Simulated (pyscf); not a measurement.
A first-order saddle from PySCF, ωB97X-D3(BJ)/def2-SVP:

```xyz
7

Cl    -0.4804     2.0691    -0.7467
Si     0.5690     0.3730    -0.1563
Cl     1.4129     0.8202     1.6933
N     -0.8625    -0.7791     0.1421
H      0.0753    -0.9638    -0.9106
H     -0.7148    -1.5559     0.7883
H     -1.8459    -0.4963     0.1022
```

Surface: singlet, charge 0. Lowest wavenumbers (cm⁻¹): 1615i, 145, 177, 263, 270.

Question: Which two sides does it connect, and which bonds change?

Answer: Cl–Si:–Cl (SMILES Cl[Si]Cl) [singlet] + NH₃ (SMILES N) ⇌ H₂N–SiH(Cl)–Cl (SMILES N[SiH](Cl)Cl), an insertion read from left to right: H–N broken and N–Si, H–Si formed. At CCSD(T)/def2-TZVPP + ΔMP2(QZVPP) it lies +97.8 kJ/mol from the left side and +307.9 kJ/mol from the right (each side as separated species at their lowest minima found). On the reactant side the descent ends in an adduct with a N–Si contact, 108.9 kJ/mol under the separated species and 199.9 kJ/mol under the saddle at ωB97X-D3(BJ)/def2-TZVP. What is counted as formed (N–Si) is already present as a longer contact in the reactant adduct; forming that adduct is a step of its own. One saddle was located; it need not be the lowest between these sides. The CCSD(T) − MP2 part came from Ansatz, without density fitting, on the same reference.
